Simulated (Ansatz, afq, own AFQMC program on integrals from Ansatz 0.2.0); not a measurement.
**HSCl, triplet in cc-pVTZ, levels against CCSDT(Q)**

```tsv
atom	x (Å)	y (Å)	z (Å)
Cl	0.0000	0.0000	-1.7477
H	0.0000	0.0000	0.0753
S	0.0000	0.0000	1.6723
```

Connectivity, by distances: Cl ··· SH.

Basis cc-pVTZ. Noble-gas cores (and the filled d shells of Ga–Kr and In–Xe) are frozen. Ansatz 0.2.0 and our own AFQMC program on the same integrals; the CISD trial comes from CCSD amplitudes, and released means the phaseless constraint is let go. ± is one standard error of the sampling.

Determinant: UHF, the one that the program's search chose, which needn't be the lowest solution. The geometry is a point of a scan.

No full CI on the walks' own integrals is used here; CCSDT(Q) serves as the reference and is uncertain by about the last step of the cluster series.

Cautions: lower spins were not checked; unrestricted determinant slightly spin contaminated (⟨S²⟩ 2.09 against 2.00).

```
T1 diagnostic                               : 0.0200
weight of the determinant in the CISD state : 0.841
⟨S²⟩ of the determinant                     : 2.094
size of the correlated space                : 14 electrons in 72 orbitals
```

```
  level  correlation energy (eV)
    MP2                  -8.7935
   CCSD                 -10.0989
CCSD(T)                 -10.4997
```

Q: Estimate where phaseless AFQMC with a CISD trial lies against CCSD(T) on the same integrals.

A: 1.18 ± 0.22 mEh below CCSD(T).

Reference: CCSDT(Q), correlation energy -10.567 eV. The released energy is read at 2.40 1/Eh (meV from the phaseless value at times in 1/Eh: -14 ± 4 at 0.24, -28 ± 4 at 0.51, -28 ± 6 at 0.99, -29 ± 7 at 1.62, -38 ± 11 at 2.40).

```
         level  E − E(reference) (mEh)  share of correlation (%)
       CCSD(T)                    2.48                     99.36
         CCSDT                    0.70                     99.82
 ph-AFQMC/CISD             1.31 ± 0.22                     99.66
released AFQMC            -0.10 ± 0.41                    100.03
```

A walk keeps the symmetry of its determinant, which the program's search chose and which needn't be the lowest solution, so a lower state of the same spin and another symmetry isn't excluded. Released energies are given only where the last usable release times agree within the noise; a slower fall can still hide under it.
